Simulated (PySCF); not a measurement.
PySCF input (M06-2X/6-311+G**):

```python
from pyscf import gto, dft

mol = gto.M(
    atom='''
    B    -0.00527615    0.68628422   -0.03815181
    Cl    1.53762474   -0.08886242    0.01004358
    Cl   -1.53607293   -0.11298588    0.00117754
    ''',
    basis='6-311+g**',
    charge=0,
    spin=1,
    verbose=4,
)

mf = dft.UKS(mol, xc='m062x')
mf.grids.level = 4
mf.conv_tol = 1e-9
mf.max_cycle = 100
mf.max_memory = 1500
mf.kernel()
if not mf.converged:
    mf = mf.newton()
    mf.kernel(mf.make_rdm1())
mo, _, stable, _ = mf.stability(return_status=True)
if not stable:
    mf.kernel(mf.make_rdm1(mo, mf.mo_occ))
    stable = mf.stability(return_status=True)[2]
mf.dip_moment()
```

Output:

```
PySCF version 2.14.0

[INPUT] verbose = 4
[INPUT] num. atoms = 3
[INPUT] num. electrons = 39
[INPUT] charge = 0
[INPUT] spin (= nelec alpha-beta = 2S) = 1
[INPUT] symmetry False subgroup None
[INPUT] Mole.unit = angstrom
[INPUT] Symbol           X                Y                Z      unit          X                Y                Z       unit  Magmom
[INPUT]  1 B     -0.005276150000   0.686284220000  -0.038151810000 AA   -0.009970478492   1.296889219411  -0.072096472056 Bohr   0.0
[INPUT]  2 Cl     1.537624740000  -0.088862420000   0.010043580000 AA    2.905689640956  -0.167925636566   0.018979615510 Bohr   0.0
[INPUT]  3 Cl    -1.536072930000  -0.112985880000   0.001177540000 AA   -2.902757145058  -0.213512369143   0.002225228101 Bohr   0.0

nuclear repulsion = 101.833407072503
number of shells = 38
number of NR pGTOs = 139
number of NR cGTOs = 82
basis = 6-311+g**
ecp = {}

******** <class 'pyscf.dft.uks.UKS'> ********
method = UKS
initial guess = minao
damping factor = 0
level_shift factor = 0
DIIS = <class 'pyscf.scf.diis.CDIIS'>
diis_start_cycle = 1
diis_space = 8
diis_damp = 0
SCF conv_tol = 1e-09
SCF conv_tol_grad = None
SCF max_cycles = 100
direct_scf = True
direct_scf_tol = 1e-13
number electrons alpha = 20  beta = 19
XC library pyscf.dft.libxc version 7.1.2
    S. Lehtola, C. Steigemann, M. J. T. Oliveira, and M. A. L. Marques,  SoftwareX 7, 1–5 (2018)
XC functionals = m062x
    Y. Zhao and D. G. Truhlar,  Theor. Chem. Acc. 120, 215 (2008)
    Y. Zhao and D. G. Truhlar,  Theor. Chem. Acc. 120, 215 (2008)
radial grids:
    Treutler-Ahlrichs [JCP 102, 346 (1995); DOI:10.1063/1.469408] (M4) radial grids

becke partition: Becke, JCP 88, 2547 (1988); DOI:10.1063/1.454033
pruning grids: <function nwchem_prune>
grids dens level: 4
symmetrized grids: False
atomic radii adjust function: <function treutler_atomic_radii_adjust>
small_rho_cutoff = 0
Set gradient conv threshold to 3.16228e-05
tot grids = 85488
init E= -945.540001365675
  alpha nocc = 20  HOMO = -0.14941150707285  LUMO = -0.0432311503449689
  beta  nocc = 19  HOMO = -0.397889674285849  LUMO = -0.14941150707285

WARN: HOMO -0.14941150707285 >= LUMO -0.14941150707285

cycle= 1 E= -945.202751950071  delta_E= 0.337  |g|= 0.221  |ddm|= 1.54
  alpha nocc = 20  HOMO = -0.307059675196028  LUMO = -0.0660591683130929
  beta  nocc = 19  HOMO = -0.396967109006703  LUMO = -0.112611442745314
  HOMO = -0.307059675196  LUMO = -0.112611442745  gap/eV = 5.29121
cycle= 2 E= -945.207854160539  delta_E= -0.0051  |g|= 0.237  |ddm|= 0.742
  alpha nocc = 20  HOMO = -0.271085399387912  LUMO = -0.0227286819961911
  beta  nocc = 19  HOMO = -0.405332170197935  LUMO = -0.0674560190340569
  HOMO = -0.271085399388  LUMO = -0.0674560190341  gap/eV = 5.54104
cycle= 3 E= -945.240173777256  delta_E= -0.0323  |g|= 0.023  |ddm|= 0.257
  alpha nocc = 20  HOMO = -0.275689649121326  LUMO = -0.0189105147027319
  beta  nocc = 19  HOMO = -0.402118175290881  LUMO = -0.0650137851803388
  HOMO = -0.275689649121  LUMO = -0.0650137851803  gap/eV = 5.73278
cycle= 4 E= -945.241125212465  delta_E= -0.000951  |g|= 0.00772  |ddm|= 0.102
  alpha nocc = 20  HOMO = -0.279074967978789  LUMO = -0.0191773841803609
  beta  nocc = 19  HOMO = -0.402596660803414  LUMO = -0.0672643042225381
  HOMO = -0.279074967979  LUMO = -0.0672643042225  gap/eV = 5.76366
cycle= 5 E= -945.241278015335  delta_E= -0.000153  |g|= 0.00231  |ddm|= 0.054
  alpha nocc = 20  HOMO = -0.278823653089778  LUMO = -0.0188095902742092
  beta  nocc = 19  HOMO = -0.402270297596982  LUMO = -0.0686073002081559
  HOMO = -0.27882365309  LUMO = -0.0686073002082  gap/eV = 5.72028
cycle= 6 E= -945.241286217985  delta_E= -8.2e-06  |g|= 0.000878  |ddm|= 0.00859
  alpha nocc = 20  HOMO = -0.278832470080813  LUMO = -0.0187327487694985
  beta  nocc = 19  HOMO = -0.402475596592449  LUMO = -0.0683604944149917
  HOMO = -0.278832470081  LUMO = -0.068360494415  gap/eV = 5.72723
cycle= 7 E= -945.241287312032  delta_E= -1.09e-06  |g|= 0.000268  |ddm|= 0.00269
  alpha nocc = 20  HOMO = -0.278842078042984  LUMO = -0.0186772392589411
  beta  nocc = 19  HOMO = -0.402439464992998  LUMO = -0.0683530987529096
  HOMO = -0.278842078043  LUMO = -0.0683530987529  gap/eV = 5.72770
cycle= 8 E= -945.241287452194  delta_E= -1.4e-07  |g|= 8.17e-05  |ddm|= 0.000788
  alpha nocc = 20  HOMO = -0.278849633805865  LUMO = -0.0186759066878335
  beta  nocc = 19  HOMO = -0.402456145345268  LUMO = -0.0683981681844707
  HOMO = -0.278849633806  LUMO = -0.0683981681845  gap/eV = 5.72668
cycle= 9 E= -945.241287467197  delta_E= -1.5e-08  |g|= 2.6e-05  |ddm|= 0.000244
  alpha nocc = 20  HOMO = -0.278844551999749  LUMO = -0.01866779770187
  beta  nocc = 19  HOMO = -0.402455814764207  LUMO = -0.068380202276705
  HOMO = -0.278844552  LUMO = -0.0683802022767  gap/eV = 5.72703
cycle= 10 E= -945.241287468759  delta_E= -1.56e-09  |g|= 7.92e-06  |ddm|= 0.000121
  alpha nocc = 20  HOMO = -0.278845460825918  LUMO = -0.0186676885884436
  beta  nocc = 19  HOMO = -0.402457096685489  LUMO = -0.0683824790259257
  HOMO = -0.278845460826  LUMO = -0.0683824790259  gap/eV = 5.72699
cycle= 11 E= -945.241287468877  delta_E= -1.18e-10  |g|= 2.59e-06  |ddm|= 3.66e-05
  alpha nocc = 20  HOMO = -0.278846035594341  LUMO = -0.0186680920064754
  beta  nocc = 19  HOMO = -0.402456634834435  LUMO = -0.0683841741899513
  HOMO = -0.278846035594  LUMO = -0.06838417419  gap/eV = 5.72696
Extra cycle  E= -945.241287468881  delta_E= -4.55e-12  |g|= 2.12e-06  |ddm|= 6.04e-06
converged SCF energy = -945.241287468881  <S^2> = 0.75503512  2S+1 = 2.0050288
uhf_internal: lowest eigs of H = [0.17079756 0.41256251 0.41362312]
<class 'pyscf.dft.uks.UKS'> wavefunction is stable in the internal stability analysis
Dipole moment(X, Y, Z, Debye):  0.00096, -0.12236,  0.00682
```
